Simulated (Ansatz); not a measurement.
Correlation energies of C$_{2}$H$_{3}$N (`C#CN`) by basis set

```xyz
6

C    -0.6722   -0.4923    1.1812
C    -0.1363   -0.0201    0.2146
N     0.4389    0.5676   -0.8480
H    -1.1443   -0.9142    2.0345
H     1.4478    0.5703   -0.8394
H     0.0660    0.2887   -1.7430
```

Total charge 0; spin multiplicity 1. The geometry is a stationary point of PBE0-D4/def2-TZVP. It is one conformer, not always the lowest. Frozen core, restricted reference, Ansatz. CBS rows extrapolate triple and quadruple zeta.

| basis | HF (Eh) | MP2 corr. | CCSD corr. | (T) | CCSD(T) total |
| --- | --- | --- | --- | --- | --- |
| def2-SVP | -131.75366 | -0.41913 | -0.44114 | -0.01584 | -132.21064 |
| def2-TZVPP | -131.90733 | -0.51431 | -0.52906 | -0.02476 | -132.46115 |
| def2-QZVPP | -131.91323 | -0.54938 | -0.55778 | -0.02730 | -132.49831 |
| CBS(def2) | -131.91404 | -0.57537 | -0.57906 | -0.02917 | -132.52227 |
